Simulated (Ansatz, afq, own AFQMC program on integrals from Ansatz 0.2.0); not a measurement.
Si, triplet → Si, singlet

A free Si atom.

E(singlet, charge +0) − E(triplet, charge +0) at this geometry, on UHF and RHF determinants.

Basis 6-31G. Only valence electrons are correlated. Integrals, coupled cluster, full CI and functionals: Ansatz 0.2.0; the random walks run on the same integrals in our own AFQMC program. ph-AFQMC/CISD is guided by a CISD state made of CCSD amplitudes; releasing the constraint for a short imaginary time cuts its bias at the price of noise, slowly where states lie close. Error bars are statistical, one sigma. The errors of all members are added in quadrature.

Full CI on the same integrals is exact in this basis and with this determinant's frozen core.

Errors are counted within 6-31G, not against nature.

Cautions: Si (singlet): another spin lies lower, restricted determinant unstable towards unrestricted (UHF 1.07 eV lower, ⟨S²⟩ 1.00), strong correlation (T1 0.001, weight of the determinant 0.81, largest double 0.31), the released energies are still falling, so no released level is given (meV from the phaseless value at times in 1/Eh: -4 ± 3 at 0.24, -7.4 ± 2.2 at 0.51, -13.0 ± 2.0 at 0.99, -15.8 ± 2.1 at 1.62, -22 ± 3 at 2.40), the ph-AFQMC/CISD walk drifts between its halves (2.3 errors), the determinant fills the p orbitals unequally in pairs, so it mixes two states of the atom (¹D and ¹S), and each level undoes that mixture to a different degree, while full CI gives the lower state, CCSDT(Q) on the UHF determinant differs (1.07 eV lower), perhaps since the unrestricted series falls towards higher spin, its ph-AFQMC/CISD value lies 69.5 ± 2.5 meV above full CI.

Reference (full CI): 23.8 kcal/mol.

```csv
level,vertical spin gap (kcal/mol),error against FCI (kcal/mol)
HF,37.2,13.4
MP2,31.7,7.9
CCSD,26.0,2.2
CCSD(T),25.4,1.7
CCSDT,25.3,1.5
CCSDT(Q),24.6,0.8
ph-AFQMC/CISD,25.4 ± 0.06,1.6 ± 0.06
```

Correlation beyond CCSD(T) takes off 1.7 kcal/mol. The perturbative (T) step is worth −0.6 kcal/mol. Where a determinant mixes two states, these steps and errors hold in part the undoing of that mixture, and only full CI is sure.

CCSDT and higher add their correlation energy to the determinant of the CCSD(T) run, since their own runs factorise the integrals more tightly (a shift of under 2 meV).
